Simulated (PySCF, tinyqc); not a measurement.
Worked calculation: G0W0 on RHF in the sto-6g basis, for CH+, spin multiplicity 1. The lowest restricted solution is unstable here: a spin-polarised one lies 0.0109 hartree lower (PySCF). One step of it, computed by the program tinyqc.

Task: Integrals over molecular orbitals. (pq|rs) = sum C_ip C_jq C_kr C_ls (ij|kl), one index at a time.

coefficients C, order 1C 1s, 1C 2s, 1C 2px, 1C 2py, 1C 2pz, 2H 1s:
```
[[0.996937, -0.249422, 0.070580, 0.000000, 0.000000, 0.060084],
 [0.012428, 0.966815, -0.314885, 0.000000, 0.000000, -0.303038],
 [0.000000, 0.000000, 0.000000, 0.999250, -0.038731, 0.000000],
 [0.000000, 0.000000, 0.000000, 0.038731, 0.999250, 0.000000],
 [0.001512, 0.099241, 0.759769, 0.000000, 0.000000, -0.697511],
 [-0.001687, 0.170224, 0.463436, 0.000000, 0.000000, 0.943121]]
```

core Hamiltonian H = T + V (hartree), order 1C 1s, 1C 2s, 1C 2px, 1C 2py, 1C 2pz, 2H 1s:
```
[[-18.257910, -4.188702, 0.000000, 0.000000, -0.007698, -0.302608],
 [-4.188702, -4.985789, 0.000000, 0.000000, -0.084134, -0.899305],
 [0.000000, 0.000000, -3.982961, 0.000000, 0.000000, 0.000000],
 [0.000000, 0.000000, 0.000000, -3.982961, 0.000000, 0.000000],
 [-0.007698, -0.084134, 0.000000, 0.000000, -4.030275, -0.887077],
 [-0.302608, -0.899305, 0.000000, 0.000000, -0.887077, -2.378689]]
```

Two-electron integrals (ij|kl) in chemists' order, unique and non-zero (hartree):
```
(11|11) 3.543743   (21|11) 0.529462   (21|21) 0.100317   (22|11) 0.853596
(22|21) 0.199930   (22|22) 0.624844   (31|31) 0.021271   (32|31) 0.031868
(32|32) 0.138108   (33|11) 0.853598   (33|21) 0.199930   (33|22) 0.624843
(33|33) 0.673218   (41|41) 0.021271   (42|41) 0.031868   (42|42) 0.138108
(43|43) 0.036281   (44|11) 0.853598   (44|21) 0.199930   (44|22) 0.624843
(44|33) 0.600655   (44|44) 0.673218   (51|51) 0.021271   (52|51) 0.031868
(52|52) 0.138108   (53|53) 0.036281   (54|54) 0.036281   (55|11) 0.853598
(55|21) 0.199930   (55|22) 0.624843   (55|33) 0.600655   (55|44) 0.600655
(55|55) 0.673218   (61|11) 0.039646   (61|21) 0.007248   (61|22) 0.014271
(61|33) 0.014219   (61|44) 0.014219   (61|51) 0.000477   (61|52) 0.000938
(61|55) 0.014373   (61|61) 0.000538   (62|11) 0.125989   (62|21) 0.030117
(62|22) 0.107828   (62|33) 0.105079   (62|44) 0.105079   (62|51) 0.003018
(62|52) 0.022416   (62|55) 0.113327   (62|61) 0.002260   (62|62) 0.028307
(63|31) 0.002757   (63|32) 0.015297   (63|53) 0.004060   (63|63) 0.002854
(64|41) 0.002757   (64|42) 0.015297   (64|54) 0.004060   (64|64) 0.002854
(65|11) 0.122896   (65|21) 0.029711   (65|22) 0.112088   (65|33) 0.106925
(65|44) 0.106925   (65|51) 0.005195   (65|52) 0.035885   (65|55) 0.122414
(65|61) 0.002307   (65|62) 0.034650   (65|65) 0.044462   (66|11) 0.317889
(66|21) 0.077276   (66|22) 0.314122   (66|33) 0.300995   (66|44) 0.300995
(66|51) 0.007535   (66|52) 0.078374   (66|55) 0.340377   (66|61) 0.005819
(66|62) 0.117168   (66|65) 0.156359   (66|66) 0.774999
```

Give: one-electron integrals over orbitals h = C^T H C; Two-electron integrals over orbitals.

Result:

one-electron integrals over orbitals h = C^T H C (hartree):
```
[[-18.250, 0.403, -0.108, 0.000, 0.000, -0.096],
 [0.403, -4.201, 0.196, 0.000, 0.000, 0.446],
 [-0.108, 0.196, -3.579, 0.000, 0.000, 0.729],
 [0.000, 0.000, 0.000, -3.983, 0.000, 0.000],
 [0.000, 0.000, 0.000, 0.000, -3.983, 0.000],
 [-0.096, 0.446, 0.729, 0.000, 0.000, -2.836]]
```

Two-electron integrals over orbitals (pq|rs), unique and non-zero (hartree):
```
(11|11) 3.527       (21|11) -0.354      (21|21) 0.058       (22|11) 0.823
(22|21) -0.016      (22|22) 0.580       (31|11) 0.100       (31|21) -0.015
(31|22) 0.010       (31|31) 0.018       (32|11) -0.088      (32|21) 0.006
(32|22) -0.006      (32|31) 0.016       (32|32) 0.108       (33|11) 0.692
(33|21) -0.008      (33|22) 0.515       (33|31) -4.80e-03   (33|32) -0.029
(33|33) 0.539       (41|41) 0.022       (42|41) 0.027       (42|42) 0.120
(43|41) -0.008      (43|42) -0.028      (43|43) 0.033       (44|11) 0.853
(44|21) -0.010      (44|22) 0.592       (44|31) 2.65e-03    (44|32) -0.048
(44|33) 0.514       (44|44) 0.673       (51|51) 0.022       (52|51) 0.027
(52|52) 0.120       (53|51) -0.008      (53|52) -0.028      (53|53) 0.033
(54|54) 0.036       (55|11) 0.853       (55|21) -0.010      (55|22) 0.592
(55|31) 2.65e-03    (55|32) -0.048      (55|33) 0.514       (55|44) 0.601
(55|55) 0.673       (61|11) 0.087       (61|21) -0.016      (61|22) -5.26e-04
(61|31) -0.007      (61|32) -0.016      (61|33) 0.008       (61|44) 2.34e-03
(61|55) 2.34e-03    (61|61) 0.014       (62|11) -0.144      (62|21) 3.01e-03
(62|22) -0.078      (62|31) -0.014      (62|32) -0.026      (62|33) -0.012
(62|44) -0.078      (62|55) -0.078      (62|61) 0.009       (62|62) 0.066
(63|11) -0.241      (63|21) 4.52e-03    (63|22) -0.107      (63|31) 1.98e-03
(63|32) 0.072       (63|33) -0.066      (63|44) -0.134      (63|55) -0.134
(63|61) -3.75e-03   (63|62) 0.056       (63|63) 0.159       (64|41) -0.006
(64|42) -0.026      (64|43) -0.011      (64|64) 0.018       (65|51) -0.006
(65|52) -0.026      (65|53) -0.011      (65|65) 0.018       (66|11) 0.541
(66|21) -4.44e-03   (66|22) 0.451       (66|31) 0.010       (66|32) 0.078
(66|33) 0.481       (66|44) 0.414       (66|55) 0.414       (66|61) -0.006
(66|62) 4.48e-03    (66|63) 0.082       (66|66) 0.602
```
